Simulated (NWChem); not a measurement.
propene (C₃H₆); SMILES C=CC

Results from NWChem. Coordinates come from a PBE-D3(BJ)/def2-SVP optimisation. Level BLYP/def2-TZVP: single points from the atomic guess with DIIS by default; each run changes one setting, and all converged runs end within 0.3 mHa of each other.

**Question.** Which setting needs the most SCF iterations, or fails (DIIS on 20 Fock matrices; no DIIS, 40 % damping; occupation smearing of 0.005 Ha; core-Hamiltonian guess; defaults; level shift of 0.5 Ha throughout)?

**Answer.** no DIIS, 40 % damping, which doesn't converge.
```
setting                                 SCF iterations
--------------------------------  --------------------
defaults                                             8
level shift of 0.5 Ha throughout                     9
DIIS on 20 Fock matrices                             8
occupation smearing of 0.005 Ha                      8
core-Hamiltonian guess                              13
no DIIS, 40 % damping             not converged in 200
```
